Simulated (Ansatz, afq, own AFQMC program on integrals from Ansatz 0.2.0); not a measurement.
Two steps: Ansatz 0.2.0 writes the Fock matrix and Cholesky factors of the valence space, and afq projects on them the lowest state that overlaps trial and start.

```yaml
crystal:
  periodic: [false, false, false]
  atoms:
    - {symbol: Si, position_ang: [-0.086624, -0.032276, 0.579137]}
    - {symbol: O, position_ang: [0.088491, 0.099651, -1.058633]}
    - {symbol: H, position_ang: [0.642493, -1.228094, 1.108382]}
    - {symbol: H, position_ang: [0.485976, 1.218586, 1.144898]}
    - {symbol: H, position_ang: [-0.119403, -0.672933, -1.586426]}
basis:
  gaussian: {orbitals: cc-pVDZ}
total_charge: 1
magnetization: {spin_polarized: false}
correlation: {method: ccsd_t, electrons: outside_noble_gas, hamiltonian_folder: ham}
```

```sh
$ ansatz run in.yaml --threads 1 --pin off --events-out ev --progress --plain --max-ram 24576MiB --backend cuda --devices 0, --max-vram 18GiB
```

afq runs on the folder ham with

```
--method phaseless --trial cisd --walkers 4000 --populations 20 --least-time 60 --time-step 0.005 --steps-per-block 50 --equilibration-blocks 28 --max-blocks 4000 --target-error 0.00021 --factor-cut 1e-05 --seed 8303 --release-times 0.24,0.51,0.99,1.62,2.4 --release-step 0.03 --release-every 3 --taylor-order 6
```

Times are imaginary, in 1/Eh. The walk had a cap of 122 s. With eight or more populations the least sampling time is a fifth of least-time, and the error comes from their spread.

```
orbitals 41  electrons 6 6  factors 313 of 440
reference energy -365.23339081 Eh
CCSD correlation -0.30157104 Eh in 14 cycles, weight of the determinant in the CISD state 0.8813
energy of the start -365.534953 Eh
 block  time / (1/Eh)  mean weight  energy / Eh
     1     0.250  1.0003  -365.531349
     2     0.500  0.9994  -365.534847
     3     0.750  1.0001  -365.538303
     4     1.000  0.9996  -365.538100
     5     1.250  0.9998  -365.539384
     8     2.000  1.0003  -365.542599
    11     2.750  1.0002  -365.543617
    14     3.500  1.0001  -365.545516
    17     4.250  0.9997  -365.543992
    20     5.000  0.9998  -365.543294
    23     5.750  1.0002  -365.543545
    26     6.500  0.9996  -365.543981
    27     6.750  0.9999  -365.542821
    29     7.250  1.0002  -365.543340
    32     8.000  1.0000  -365.544992
    35     8.750  1.0004  -365.544535
    38     9.500  1.0000  -365.544792
    41    10.250  0.9999  -365.544939
    44    11.000  0.9997  -365.544424
    47    11.750  1.0000  -365.547595
    50    12.500  0.9998  -365.545129
    53    13.250  1.0001  -365.544684
    56    14.000  0.9999  -365.545715
    59    14.750  0.9999  -365.543930
    62    15.500  1.0001  -365.543810
    65    16.250  1.0001  -365.544665
    68    17.000  1.0000  -365.543457
    71    17.750  1.0001  -365.545168
    74    18.500  0.9998  -365.545616
    77    19.250  0.9998  -365.543528
    78    19.500  0.9998  -365.543023
error from the spread of 20 populations
released: time / (1/Eh)  energy / Eh  error  mean overlap
  0.24  -365.544570  0.000132  0.9955
  0.51  -365.544451  0.000177  0.9964
  0.99  -365.544451  0.000184  1.0030
  1.62  -365.544762  0.000200  1.0016
  2.40  -365.545246  0.000237  0.9854
energy -365.544470 +/- 0.000202 Eh
(rows thinned)
```

Q: Estimate how long the walk took on 1 × NVIDIA H100 80GB HBM3 with 2 threads of AMD EPYC 7R13 Processor (Zen 3) (shared host) (the card was shared).

A: 42 s of wall time.

The run passed its tests (sampling time, drift between the halves within three errors, error under three times the target), which doesn't prove that it has relaxed.

Against this walk (error 5.5 meV) on the same determinant: CCSD(T) 40.4 meV higher, CCSDT(Q) 5.8 meV lower (within the noise). The error is statistical and leaves out the bias of the constraint. The released energies are still falling (meV from the phaseless value at times in 1/Eh: -3 ± 4 at 0.24, 1 ± 5 at 0.51, 1 ± 5 at 0.99, -8 ± 5 at 1.62, -21 ± 6 at 2.40), so they give no level.

Cautions: constraint bias not in the error; higher spins were not checked; raised T1 diagnostic (T1 0.025, weight of the determinant 0.88, largest double 0.06).

CCSDT and higher add their correlation energy to the determinant of the CCSD(T) run, since their own runs factorise the integrals more tightly (a shift of under 2 meV).
